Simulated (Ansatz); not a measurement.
`C=C1OC1(C)Cl`, charge 0, multiplicity 1.

Question: Give a relaxed structure at PBE0-D4/def2-TZVP (Ansatz 0.2.0). (Best estimate.)

Answer: Computed: 
Z-matrix (Å, degrees):
```
C
C 1 1.492
C 1 1.426 2 124.7
Cl 1 1.757 2 113.5 3 -158.3
O 1 1.446 2 116.5 3 66.0
H 2 1.091 1 110.0 3 97.3
H 2 1.090 1 109.5 3 -22.7
H 2 1.091 1 109.9 3 -143.2
C 3 1.312 1 157.4 2 -79.0
H 9 1.080 3 119.6 1 -0.4
H 9 1.082 3 120.9 1 -179.7
```
This is one stationary point; other conformers may exist.
